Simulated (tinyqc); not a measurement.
Inside a calculation. Method: G0W0 on RHF in the sto-3g basis, for H2O, spin multiplicity 1. One step of it, computed by the program tinyqc.

Task: G0W0 on Hartree-Fock: LUMO. W(p,q,m) = sqrt2 sum_ia (pq|ia) (X+Y)_ia,m; Sigma_c(x) = sum_(i,m) W^2/(x - e_i + w_m) + sum_(a,m) W^2/(x - e_a - w_m); solve x = e_p + Sigma_c(x) by Newton steps; Z = 1/(1 - dSigma/dx); 1 hartree = 27.211386 eV.

orbital energies (hartree): MO1 -20.255044, MO2 -1.272828, MO3 -0.592358, MO4 -0.475051, MO5 -0.396959, MO6 0.606419, MO7 0.699891

Two-electron integrals over orbitals (pq|rs), unique and non-zero (hartree):
```
(11|11) 4.744917    (21|11) -0.415923   (21|21) 0.058023    (22|11) 1.003959
(22|21) -0.012744   (22|22) 0.730482    (31|31) 0.011438    (32|31) 0.018079
(32|32) 0.142228    (33|11) 0.806275    (33|21) -0.004490   (33|22) 0.648061
(33|33) 0.634183    (41|11) 0.193577    (41|21) -0.023825   (41|22) 0.016528
(41|33) 0.006764    (41|41) 0.027714    (42|11) -0.138892   (42|21) 0.009575
(42|22) 0.002454    (42|33) 0.005352    (42|41) 0.017171    (42|42) 0.123243
(43|31) -0.004005   (43|32) 0.018262    (43|43) 0.049524    (44|11) 0.980028
(44|21) -0.013404   (44|22) 0.666871    (44|33) 0.596397    (44|41) -0.010429
(44|42) -0.102014   (44|44) 0.761806    (51|51) 0.026030    (52|51) 0.032384
(52|52) 0.144027    (53|53) 0.029069    (54|51) -0.014158   (54|52) -0.049540
(54|54) 0.056421    (55|11) 1.115341    (55|21) -0.011675   (55|22) 0.746918
(55|33) 0.631225    (55|41) 0.005425    (55|42) -0.074426   (55|44) 0.718779
(55|55) 0.880159    (61|11) -0.226155   (61|21) 0.034397    (61|22) 0.000627
(61|33) 0.000740    (61|41) -0.000214   (61|42) 0.020996    (61|44) -0.019680
(61|55) -0.005893   (61|61) 0.031223    (62|11) 0.303726    (62|21) -0.006053
(62|22) 0.144273    (62|33) 0.080338    (62|41) 0.018981    (62|42) 0.019848
(62|44) 0.079010    (62|55) 0.156536    (62|61) 0.008807    (62|62) 0.103174
(63|31) 0.003630    (63|32) -0.031923   (63|43) -0.027638   (63|63) 0.064308
(64|11) 0.233026    (64|21) -0.002814   (64|22) 0.097312    (64|33) 0.046357
(64|41) 0.000475    (64|42) -0.045031   (64|44) 0.128046    (64|55) 0.124508
(64|61) -0.002101   (64|62) 0.058322    (64|64) 0.078489    (65|51) 0.014917
(65|52) 0.056498    (65|54) -0.000749   (65|65) 0.037977    (66|11) 0.822399
(66|21) -0.007121   (66|22) 0.623623    (66|33) 0.575399    (66|41) 0.020882
(66|42) 0.054229    (66|44) 0.556502    (66|55) 0.597499    (66|61) 0.009457
(66|62) 0.102686    (66|64) 0.046334    (66|66) 0.606261    (71|31) 0.015103
(71|32) 0.022350    (71|43) -0.005441   (71|63) 0.004232    (71|71) 0.019992
(72|31) 0.013820    (72|32) 0.039159    (72|43) -0.037048   (72|63) 0.035669
(72|71) 0.017341    (72|72) 0.061559    (73|11) 0.359055    (73|21) -0.007494
(73|22) 0.133833    (73|33) 0.089667    (73|41) -0.000830   (73|42) -0.082820
(73|44) 0.151203    (73|55) 0.188578    (73|61) -0.007179   (73|62) 0.074719
(73|64) 0.086651    (73|66) 0.039182    (73|73) 0.156363    (74|31) -0.010083
(74|32) -0.080076   (74|43) -0.000306   (74|63) 0.043678    (74|71) -0.013110
(74|72) -0.014915   (74|74) 0.072844    (75|53) 0.023504    (75|75) 0.023529
(76|31) 0.008665    (76|32) 0.093089    (76|43) 0.048813    (76|63) -0.056818
(76|71) 0.010869    (76|72) -0.012964   (76|74) -0.059416   (76|76) 0.110044
(77|11) 0.847855    (77|21) -0.008710   (77|22) 0.619809    (77|33) 0.608774
(77|41) 0.004537    (77|42) -0.009837   (77|44) 0.598128    (77|55) 0.616235
(77|61) -0.004150   (77|62) 0.066137    (77|64) 0.039649    (77|66) 0.569674
(77|73) 0.082324    (77|77) 0.613061
```

excitation energies w (hartree): 1.076656  1.142941  1.162137  1.228763  1.392146  1.569942  2.096923  2.116350  20.923819  20.994896

X + Y:
```
            1         2          3          4          5          6          7          8
1>6  0.000000  0.000000   0.000022   0.000000   0.000000   0.001762   0.000000  -0.001217
1>7  0.000000  0.000000   0.000000   0.001981   0.001229   0.000000  -0.003320   0.000000
2>6  0.000000  0.000000  -0.071051   0.000000   0.000000  -0.310431   0.000000   0.902057
2>7  0.000000  0.000000   0.000000   0.096141  -0.045196   0.000000   0.966434   0.000000
3>6  0.000000  0.000000   0.000000  -0.689218   0.660515   0.000000   0.060684   0.000000
3>7  0.000000  0.000000  -0.338000   0.000000   0.000000   0.828435   0.000000   0.196868
4>6  0.000000  0.000000   0.912180   0.000000   0.000000   0.242984   0.000000   0.101484
4>7  0.000000  0.000000   0.000000   0.696503   0.644326   0.000000  -0.020597   0.000000
5>6  0.965370  0.000000   0.000000   0.000000   0.000000   0.000000   0.000000   0.000000
5>7  0.000000  0.979629   0.000000   0.000000   0.000000   0.000000   0.000000   0.000000

             9         10
1>6   0.998509   0.000000
1>7   0.000000   0.999047
2>6   0.000152   0.000000
2>7   0.000000   0.000313
3>6   0.000000   0.000046
3>7  -0.000085   0.000000
4>6  -0.000021   0.000000
4>7   0.000000  -0.000140
5>6   0.000000   0.000000
5>7   0.000000   0.000000
```

Give: The 12 largest terms at x = e_p; Newton steps; quasiparticle energy of the LUMO; Hartree-Fock value.

Result:

The 12 largest terms at x = e_p (hartree; W for the signs of X + Y given):
```
q  m        W      term
6  8   0.1485   -0.0104
7  5  -0.1064   -0.0076
2  8   0.1608    0.0065
4  6   0.1029    0.0040
4  8   0.1098    0.0038
3  5   0.0976    0.0037
4  3   0.0540    0.0013
5  1   0.0518    0.0013
2  6   0.0623    0.0011
3  7   0.0530    0.0009
6  3   0.0307   -0.0008
2  3   0.0292  2.79e-04
```

Newton steps (hartree):
```
step       x  Sigma_c(x)       Z
0     0.6064      0.0036  0.9817
1     0.6100      0.0036  0.9817
2     0.6100      0.0036  0.9817
```

quasiparticle energy of the LUMO = 16.5988 eV

Hartree-Fock value = 16.5015 eV
